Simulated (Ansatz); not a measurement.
Saddle point of AlH₂OF, singlet (AlH₂OF ([OH][AlH][F]) → AlHO ([OH][Al]) + HF; bonds formed: F2–H3; bonds broken: Al1–F2, Al1–H3), PBE0-D4/def2-TZVP structure:

```
5
angstrom
Al 0.6279 0.2511 -0.2629
F -0.0085 -1.5299 -0.2418
H 1.0881 -1.3382 -0.7407
O -0.4233 1.3742 0.4254
H -1.2842 1.2429 0.8201
```

Energies are electronic, without zero-point energy. Barriers and step energies count from the start structure reached by relaxing down the imaginary mode; all methods use the PBE0-D4 structures, on which another method's saddle can fall below an end. Computed with Ansatz 0.2.0 (basis: def2-TZVPP, with def2-QZVPP for the basis limit); correlated methods freeze the cores. B3LYP uses VWN-RPA correlation. Extrapolation: Hartree–Fock as exp(−7.88 √X), correlation as X^−2.97.

```
      method  barrier (eV)  step energy (eV)
       SPW92             ?             2.259
      PBE-D4         2.902             2.211
     BLYP-D4         3.034             2.251
   r2SCAN-D4         3.264             2.586
      B97M-V             ?             2.585
     PBE0-D4         3.235             2.323
    B3LYP-D4         3.291             2.351
  r2SCAN0-D4         3.463             2.574
    BHLYP-D4         3.658             2.485
CAM-B3LYP-D4         3.404             2.453
     wB97X-V         3.469             2.517
     wB97M-V         3.325             2.356
      B2PLYP         3.401             2.448
    PBE-QIDH         3.513             2.498
  RPA on PBE         3.323             2.355
          HF             ?             2.573
         MP2         3.526             2.557
        CCSD         3.603             2.449
     CCSD(T)         3.456             2.436
```

Task: Fill in the withheld barriers. (An estimate is asked for; the value comes from the calculation.)

Result: Computed: HF 4.223; SPW92 2.721; B97M-V 3.406 eV. Each is the energy of the saddle less that of the start structure, by the same method.

For comparison, the barrier by CCSD(T) at an estimated basis limit (MP2 extrapolated from triple and quadruple zeta, plus CCSD(T) − MP2 in triple zeta) is 3.457 eV.

The T1 diagnostic stays at or below 0.017. The restricted Hartree–Fock reference is unstable towards an unrestricted one at one or more of these structures.

Labels in which every atom is bracketed show which atoms are joined, not bond orders.

For scale, one of the runs: CCSD(T)/def2-TZVPP, 132 basis functions (an equivalent command: `ansatz run in.yaml --threads 2`). The run took 4 s on 2 CPU threads (shared host), with 0.73 GiB of host memory at its peak.
